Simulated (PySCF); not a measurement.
Compound: HOCN.
Structure used (PBE0-D3(BJ)/def2-TZVP), in Å, numbered top down from 1:
```xyz
4
CHNO angstrom
N      1.473   -0.038    0.459
C      0.382    0.018    0.090
O     -0.858    0.097   -0.258
H     -0.959   -0.102   -1.198
```

Theory: TDDFT CAM-B3LYP/aug-cc-pVTZ, vertical, gas phase, core orbitals frozen in the response (PySCF). Isolated species at its PBE0-D3(BJ)/def2-TZVP geometry, gas phase.

Ground-to-excited transition dipoles (e·a0, same axes as the geometry; the sign carries no meaning), for the states with f of 0.002 or more among the lowest 9:

```json
{"state": "S1", "E (eV)": "6.715", "μx": "-0.015", "μy": "-0.121", "μz": "0.027"}
{"state": "S2", "E (eV)": "7.431", "μx": "-0.133", "μy": "0.050", "μz": "0.146"}
{"state": "S5", "E (eV)": "8.846", "μx": "0.033", "μy": "0.257", "μz": "-0.059"}
{"state": "S6", "E (eV)": "8.909", "μx": "0.295", "μy": "-0.026", "μz": "0.048"}
{"state": "S7", "E (eV)": "8.916", "μx": "-0.033", "μy": "-0.274", "μz": "0.061"}
{"state": "S8", "E (eV)": "9.292", "μx": "0.177", "μy": "-0.012", "μz": "0.045"}
{"state": "S9", "E (eV)": "9.324", "μx": "0.037", "μy": "0.289", "μz": "-0.065"}
```

Work out the oscillator strengths.

f = (2/3) ΔE |μ|² with ΔE in hartree (27.2114 eV).

```csv
state,|μ|² (au),|μ| (D),f
S1,0.016,0.32,0.003
S2,0.041,0.52,0.008
S5,0.071,0.68,0.015
S6,0.090,0.76,0.020
S7,0.080,0.72,0.017
S8,0.034,0.47,0.008
S9,0.089,0.76,0.020
```

What is the point group, and which symmetry does each of these states have?

Cs. From a totally symmetric ground state, an allowed state transforms like the component of the dipole operator along its μ. Polarised normal to the mirror plane, so A″: S1, S5, S7 and S9. Polarised in the mirror plane, so A′: S2, S6 and S8.

What angle do the transition dipoles of S6 and S7 make?

|cos θ| = |μa·μb| / (|μa| |μb|) = 0.00, so θ ≈ 90° (taken between 0 and 90°, since the signs are arbitrary).

How is the summed strength of these states shared among x, y and z?

(2/3) Σ ΔE μα² gives 0.030 for x, 0.053 for y and 0.008 for z, 0.091 in all.
